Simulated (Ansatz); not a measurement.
We consider rutile CrO₂, described by PBEsol in Ansatz (plane waves, PAW).

Settings: plane-wave cutoff 520 eV, 14×14×22 k mesh (along the axes of the cell as run), Fermi–Dirac smearing 0.027 eV (set by the program), spin-polarised with parallel moments, scalar-relativistic PAW data made under PBE.

Computed at the level's own relaxed cell.

Elastic tensor (GPa, Voigt notation, ions relaxed):

```
  320.7   234.9   183.9     0.0     0.0     0.0
  234.9   320.7   183.9     0.0     0.0     0.0
  183.9   183.9   499.8     0.0     0.0     0.0
    0.0     0.0     0.0   141.4     0.0     0.0
    0.0     0.0     0.0     0.0   141.4     0.0
    0.0     0.0     0.0     0.0     0.0   239.7
```

Question: Work out the Voigt, Reuss and Hill averages of the bulk and shear moduli, Young's modulus and Poisson's ratio from the printed constants.

Answer: K_V = [C11 + C22 + C33 + 2(C12 + C13 + C23)]/9 = [1141.2 + 2 × 602.7]/9 = 260.7 GPa. G_V = [1141.2 − 602.7 + 3 × 522.5]/15 = 140.4 GPa. From the compliances S = C⁻¹, K_R = 256.3 and G_R = 101.9 GPa. Hill means: K = 258.5, G = 121.2 GPa. E = 9KG/(3K + G) = 314 GPa, ν = (3K − 2G)/(6K + 2G) = 0.30, K/G = 2.13.

Computed values are for the static lattice.

Ansatz is a first-principles code.
